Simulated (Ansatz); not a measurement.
Ansatz (a quantum-chemistry and plane-wave program) input (B3LYP-D3(BJ)/def2-TZVP):

Ansatz 0.2 input:
```yaml
crystal:
  periodic: [false, false, false]
  atoms:
    - {symbol: C, position_ang: [1.22920517, 0.00086102, -0.15673398]}
    - {symbol: C, position_ang: [-0.04880007, 0.40448650, 0.17084702]}
    - {symbol: H, position_ang: [1.41323049, -0.97923889, -0.57911476]}
    - {symbol: H, position_ang: [2.08206806, 0.64641406, -0.00300865]}
    - {symbol: H, position_ang: [-0.16881649, 1.39926000, 0.59101947]}
    - {symbol: C, position_ang: [-1.18599328, -0.35902906, 0.00545096]}
    - {symbol: H, position_ang: [-2.16174989, 0.01404037, 0.28197140]}
    - {symbol: H, position_ang: [-1.13120307, -1.35838636, -0.40825144]}
basis:
  gaussian:
    orbitals: def2-TZVP
hamiltonian:
  xc: b3lyp
  dispersion: d3bj
magnetization: {spin_polarized: true, initial_magnetization: 1}
phonons: {temperatures: {t_min: 298.15, t_max: 298.15, t_step: 100}}
```

Output:

```
Functional definition: B3LYP
integrals: 0.03 GiB planned
760 factors; their error is unknown
mean field: 0.45 GiB planned
mean field evaluation 1: about -3184.9638 eV, gradient 3.8e1 eV
mean field evaluation 2: about -3182.1780 eV, gradient 4.4e1 eV
mean field evaluation 4: about -3192.1719 eV, gradient 2.7e0 eV
mean field evaluation 8: about -3192.1996 eV, gradient 4.7e-2 eV
mean field evaluation 16: about -3192.1837 eV, gradient 6.1e-5 eV
mean field -3192.18369989 eV, -117.3105872311 hartree, gradient 7.3e-6 eV, S^2 0.777851; 0 other end points of the search recorded, 0 dependent functions left out
the calculation of the forces begins
reference -3192.18392936 eV, -117.3105956641 hartree; 12, 11 occupied and 111, 112 virtual orbitals, 760 factors
these checks for a lower state are left out or cut short: stability, starts, cluster_reference, orbital_swaps, neighbouring_geometries, increment
integrals: 0.03 GiB planned
760 factors; their error is unknown
mean field: 0.46 GiB planned
mean field -3192.18350606 eV, -117.3105801079 hartree, gradient 2.2e-6 eV, S^2 0.777798; 0 other end points of the search recorded, 0 dependent functions left out
the calculation of the forces begins
reference -3192.18373558 eV, -117.3105885428 hartree; 12, 11 occupied and 111, 112 virtual orbitals, 760 factors
these checks for a lower state are left out or cut short: stability, starts, cluster_reference, orbital_swaps, neighbouring_geometries, increment
integrals: 0.03 GiB planned
760 factors; their error is unknown
mean field: 0.45 GiB planned
mean field evaluation 32: about -3192.1835 eV, gradient 3.5e-3 eV
mean field -3192.18350554 eV, -117.3105800891 hartree, gradient 2.3e-6 eV, S^2 0.777905; 0 other end points of the search recorded, 0 dependent functions left out
the calculation of the forces begins
reference -3192.18373497 eV, -117.3105885203 hartree; 12, 11 occupied and 111, 112 virtual orbitals, 760 factors
these checks for a lower state are left out or cut short: stability, starts, cluster_reference, orbital_swaps, neighbouring_geometries, increment
integrals: 0.03 GiB planned
760 factors; their error is unknown
mean field: 0.46 GiB planned
mean field -3192.18360690 eV, -117.3105838140 hartree, gradient 2.3e-6 eV, S^2 0.777952; 0 other end points of the search recorded, 0 dependent functions left out
the calculation of the forces begins
reference -3192.18383636 eV, -117.3105922461 hartree; 12, 11 occupied and 111, 112 virtual orbitals, 760 factors
these checks for a lower state are left out or cut short: stability, starts, cluster_reference, orbital_swaps, neighbouring_geometries, increment
integrals: 0.03 GiB planned
760 factors; their error is unknown
mean field: 0.45 GiB planned
mean field -3192.18356716 eV, -117.3105823532 hartree, gradient 2.0e-6 eV, S^2 0.777750; 0 other end points of the search recorded, 0 dependent functions left out
the calculation of the forces begins
reference -3192.18379665 eV, -117.3105907872 hartree; 12, 11 occupied and 111, 112 virtual orbitals, 760 factors
these checks for a lower state are left out or cut short: stability, starts, cluster_reference, orbital_swaps, neighbouring_geometries, increment
integrals: 0.03 GiB planned
760 factors; their error is unknown
mean field: 0.45 GiB planned
mean field -3192.18355425 eV, -117.3105818789 hartree, gradient 2.3e-6 eV, S^2 0.777764; 0 other end points of the search recorded, 0 dependent functions left out
the calculation of the forces begins
reference -3192.18378379 eV, -117.3105903143 hartree; 12, 11 occupied and 111, 112 virtual orbitals, 760 factors
these checks for a lower state are left out or cut short: stability, starts, cluster_reference, orbital_swaps, neighbouring_geometries, increment
integrals: 0.03 GiB planned
760 factors; their error is unknown
mean field: 0.46 GiB planned
mean field -3192.18356454 eV, -117.3105822572 hartree, gradient 2.3e-6 eV, S^2 0.777936; 0 other end points of the search recorded, 0 dependent functions left out
the calculation of the forces begins
reference -3192.18379395 eV, -117.3105906878 hartree; 12, 11 occupied and 111, 112 virtual orbitals, 760 factors
these checks for a lower state are left out or cut short: stability, starts, cluster_reference, orbital_swaps, neighbouring_geometries, increment
integrals: 0.03 GiB planned
760 factors; their error is unknown
mean field: 0.45 GiB planned
mean field evaluation 64: about -3192.2059 eV, gradient 3.3e-1 eV
mean field -3192.18358546 eV, -117.3105830260 hartree, gradient 2.2e-6 eV, S^2 0.777846; 0 other end points of the search recorded, 0 dependent functions left out
the calculation of the forces begins
reference -3192.18381489 eV, -117.3105914572 hartree; 12, 11 occupied and 111, 112 virtual orbitals, 760 factors
these checks for a lower state are left out or cut short: stability, starts, cluster_reference, orbital_swaps, neighbouring_geometries, increment
integrals: 0.03 GiB planned
760 factors; their error is unknown
mean field: 0.45 GiB planned
mean field -3192.18360272 eV, -117.3105836601 hartree, gradient 2.2e-6 eV, S^2 0.777857; 0 other end points of the search recorded, 0 dependent functions left out
the calculation of the forces begins
reference -3192.18383224 eV, -117.3105920950 hartree; 12, 11 occupied and 111, 112 virtual orbitals, 760 factors
these checks for a lower state are left out or cut short: stability, starts, cluster_reference, orbital_swaps, neighbouring_geometries, increment
integrals: 0.03 GiB planned
760 factors; their error is unknown
mean field: 0.46 GiB planned
mean field -3192.18370335 eV, -117.3105873581 hartree, gradient 1.7e-6 eV, S^2 0.777854; 0 other end points of the search recorded, 0 dependent functions left out
the calculation of the forces begins
reference -3192.18393283 eV, -117.3105957915 hartree; 12, 11 occupied and 111, 112 virtual orbitals, 760 factors
these checks for a lower state are left out or cut short: stability, starts, cluster_reference, orbital_swaps, neighbouring_geometries, increment
integrals: 0.03 GiB planned
760 factors; their error is unknown
mean field: 0.45 GiB planned
mean field -3192.18367302 eV, -117.3105862435 hartree, gradient 2.1e-6 eV, S^2 0.777849; 0 other end points of the search recorded, 0 dependent functions left out
the calculation of the forces begins
reference -3192.18390248 eV, -117.3105946762 hartree; 12, 11 occupied and 111, 112 virtual orbitals, 760 factors
these checks for a lower state are left out or cut short: stability, starts, cluster_reference, orbital_swaps, neighbouring_geometries, increment
integrals: 0.03 GiB planned
760 factors; their error is unknown
mean field: 0.45 GiB planned
mean field evaluation 96: about -3192.1833 eV, gradient 3.2e-1 eV
mean field -3192.18365338 eV, -117.3105855219 hartree, gradient 2.2e-6 eV, S^2 0.777853; 0 other end points of the search recorded, 0 dependent functions left out
the calculation of the forces begins
reference -3192.18388288 eV, -117.3105939559 hartree; 12, 11 occupied and 111, 112 virtual orbitals, 760 factors
these checks for a lower state are left out or cut short: stability, starts, cluster_reference, orbital_swaps, neighbouring_geometries, increment
integrals: 0.03 GiB planned
760 factors; their error is unknown
mean field: 0.45 GiB planned
mean field -3192.18364453 eV, -117.3105851966 hartree, gradient 2.2e-6 eV, S^2 0.777850; 0 other end points of the search recorded, 0 dependent functions left out
the calculation of the forces begins
reference -3192.18387397 eV, -117.3105936286 hartree; 12, 11 occupied and 111, 112 virtual orbitals, 760 factors
these checks for a lower state are left out or cut short: stability, starts, cluster_reference, orbital_swaps, neighbouring_geometries, increment
integrals: 0.03 GiB planned
760 factors; their error is unknown
mean field: 0.45 GiB planned
mean field -3192.18367548 eV, -117.3105863339 hartree, gradient 2.2e-6 eV, S^2 0.777856; 0 other end points of the search recorded, 0 dependent functions left out
the calculation of the forces begins
reference -3192.18390498 eV, -117.3105947682 hartree; 12, 11 occupied and 111, 112 virtual orbitals, 760 factors
these checks for a lower state are left out or cut short: stability, starts, cluster_reference, orbital_swaps, neighbouring_geometries, increment
integrals: 0.03 GiB planned
760 factors; their error is unknown
mean field: 0.45 GiB planned
mean field -3192.18364465 eV, -117.3105852012 hartree, gradient 2.2e-6 eV, S^2 0.777847; 0 other end points of the search recorded, 0 dependent functions left out
the calculation of the forces begins
reference -3192.18387410 eV, -117.3105936331 hartree; 12, 11 occupied and 111, 112 virtual orbitals, 760 factors
these checks for a lower state are left out or cut short: stability, starts, cluster_reference, orbital_swaps, neighbouring_geometries, increment
integrals: 0.03 GiB planned
760 factors; their error is unknown
mean field: 0.45 GiB planned
mean field evaluation 128: about -3192.1836 eV, gradient 3.5e-3 eV
mean field -3192.18364682 eV, -117.3105852810 hartree, gradient 2.2e-6 eV, S^2 0.777851; 0 other end points of the search recorded, 0 dependent functions left out
the calculation of the forces begins
reference -3192.18387626 eV, -117.3105937126 hartree; 12, 11 occupied and 111, 112 virtual orbitals, 760 factors
these checks for a lower state are left out or cut short: stability, starts, cluster_reference, orbital_swaps, neighbouring_geometries, increment
integrals: 0.03 GiB planned
760 factors; their error is unknown
mean field: 0.45 GiB planned
mean field -3192.18366448 eV, -117.3105859298 hartree, gradient 2.1e-6 eV, S^2 0.777852; 0 other end points of the search recorded, 0 dependent functions left out
the calculation of the forces begins
reference -3192.18389399 eV, -117.3105943643 hartree; 12, 11 occupied and 111, 112 virtual orbitals, 760 factors
Total energy: -3192.38166774 eV, -117.3178624155 hartree
Atom 0 at     1.229205     0.000861    -0.156734 Å, force    -0.000616    -0.000867    -0.000274 eV/Å
Atom 1 at    -0.048800     0.404487     0.170847 Å, force    -0.000045     0.000375     0.000158 eV/Å
Atom 2 at     1.413230    -0.979239    -0.579115 Å, force     0.000361     0.000515     0.000163 eV/Å
Atom 3 at     2.082068     0.646414    -0.003009 Å, force     0.000697     0.000390     0.000070 eV/Å
Atom 4 at    -0.168816     1.399260     0.591019 Å, force     0.000039    -0.000321    -0.000135 eV/Å
Atom 5 at    -1.185993    -0.359029     0.005451 Å, force     0.000799    -0.000656    -0.000369 eV/Å
Atom 6 at    -2.161750     0.014040     0.281971 Å, force    -0.000765     0.000172     0.000168 eV/Å
Atom 7 at    -1.131203    -1.358386    -0.408251 Å, force    -0.000470     0.000391     0.000219 eV/Å
Dipole moment:    -0.001622     0.013442     0.005678 e Å
Vibrations: 432.13 530.51 551.59 795.66 821.82 941.06 1011.69 1041.21 1211.48 1277.03 1429.51 1516.87 1523.33 3135.19 3142.89 3148.55 3239.76 3242.35 cm⁻¹, zero-point energy 1.797315 eV
```

It need not be the lowest isomer of its formula.
